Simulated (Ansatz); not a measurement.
**C4H4S: one species, many methods**

An exercise on one series of results from a longer session: the logs are not shown, and one member is left open.

Computed with Ansatz 0.2.0, Gaussian basis. Level: functionals in def2-TZVPP, the program's frozen cores in correlated methods.

Plan: LDA (SPW92), PBE-D4, revPBE-D4, BLYP-D4, r2SCAN-D4, B97M-V, PBE0-D4, B3LYP-D4, r2SCANh-D4, r2SCAN0-D4, HSE06-D4, BHLYP-D4, CAM-B3LYP-D4, LC-ωPBE, ωB97X-V, ωB97M-V, B2PLYP, PBE-QIDH; CCSD(T)/def2-SVP; CCSD(T)/def2-TZVPP; MP2/def2-QZVPP; extrapolation to the limit; RPA on PBE.

## The relaxed structure

The geometry comes from an earlier relaxation with PBE0-D4 in a triple-zeta def2 set; it is a stationary point, not always the lowest conformer.

SMILES `CC#CC=S`, 9 atoms, charge 0, spin multiplicity 1.

Atoms are counted from 1 here; the program's logs count them from 0.

Bond lengths: C1–C2 1.444 Å, C1–H6 1.094 Å, C1–H7 1.092 Å, C1–H8 1.093 Å, C2–C3 1.208 Å, C3–C4 1.403 Å, C4–S5 1.622 Å, C4–H9 1.092 Å. Angles: C2–C1–H6 110.2°, C2–C1–H7 111.5°, C2–C1–H8 110.6°, H6–C1–H7 108.3°, H6–C1–H8 107.6°, H7–C1–H8 108.6°, C1–C2–C3 178.8°, C2–C3–C4 178.9°, C3–C4–S5 125.2°, C3–C4–H9 115.0°, S5–C4–H9 119.8°.

Set-up of the first run:

Contents of in.yaml:

```yaml
crystal:
  periodic: [false, false, false]
  atoms:
    - {symbol: C, position_ang: [-0.137241, -1.411777, -1.168969]}
    - {symbol: C, position_ang: [-0.014865, -0.331056, -0.219230]}
    - {symbol: C, position_ang: [0.082817, 0.590040, 0.556885]}
    - {symbol: C, position_ang: [0.199109, 1.641961, 1.478157]}
    - {symbol: S, position_ang: [0.164234, 3.219816, 1.105795]}
    - {symbol: H, position_ang: [-1.159770, -1.461432, -1.554064]}
    - {symbol: H, position_ang: [0.103810, -2.374659, -0.713456]}
    - {symbol: H, position_ang: [0.528749, -1.252104, -2.021003]}
    - {symbol: H, position_ang: [0.321555, 1.332912, 2.518785]}
basis:
  gaussian: {orbitals: def2-TZVPP}
hamiltonian: {xc: lda}
output: {orbitals: {seedname: orbitals}}
```

Started as:

```sh
ansatz run in.yaml --threads 2 --pin off --events-out ev --progress --plain --max-ram 4352MiB
```

Steps of the session up to this table: LDA; PBE-D4 (GGA); revPBE-D4 (GGA); BLYP-D4 (GGA); r2SCAN-D4 (meta-GGA); B97M-V (meta-GGA); B3LYP-D4 (hybrid); r2SCANh-D4 (hybrid); r2SCAN0-D4 (hybrid); HSE06-D4 (hybrid); BHLYP-D4 (hybrid); CAM-B3LYP-D4 (range-separated); LC-ωPBE (range-separated); ωB97X-V (range-separated); ωB97M-V (range-separated); B2PLYP (double hybrid); PBE-QIDH (double hybrid).

One table of the session follows, with a row left open; its other results are not shown here.

It belongs to the step «Orbital energies across the functionals». 

| functional | HOMO (eV) | LUMO (eV) | gap (eV) |
| --- | --- | --- | --- |
| LDA (SPW92) | -5.34 | -3.69 | 1.65 |
| PBE-D4 | -5.22 | -3.49 | 1.73 |
| revPBE-D4 | -5.18 | -3.42 | 1.76 |
| BLYP-D4 | -5.07 | -3.32 | 1.74 |
| r2SCAN-D4 | -5.46 | -3.43 | 2.03 |
| B97M-V | -5.51 | -3.33 | 2.18 |
| PBE0-D4 | ? | ? | ? |
| B3LYP-D4 | -6.26 | -2.86 | 3.40 |
| r2SCANh-D4 | -5.94 | -3.13 | 2.81 |
| r2SCAN0-D4 | -6.66 | -2.68 | 3.99 |
| HSE06-D4 | -6.11 | -3.08 | 3.03 |
| BHLYP-D4 | -7.66 | -1.72 | 5.94 |
| CAM-B3LYP-D4 | -7.89 | -1.62 | 6.26 |
| LC-ωPBE | -9.35 | -0.64 | 8.71 |
| ωB97X-V | -8.95 | -0.64 | 8.31 |
| ωB97M-V | -8.78 | -0.66 | 8.12 |

Q: Estimate the row for PBE0-D4 from the others.

As computed: HOMO (eV): -6.52; LUMO (eV): -2.71; gap (eV): 3.81. In the column «HOMO (eV)» it lies between r2SCAN0-D4 (-6.66) and B3LYP-D4 (-6.26).
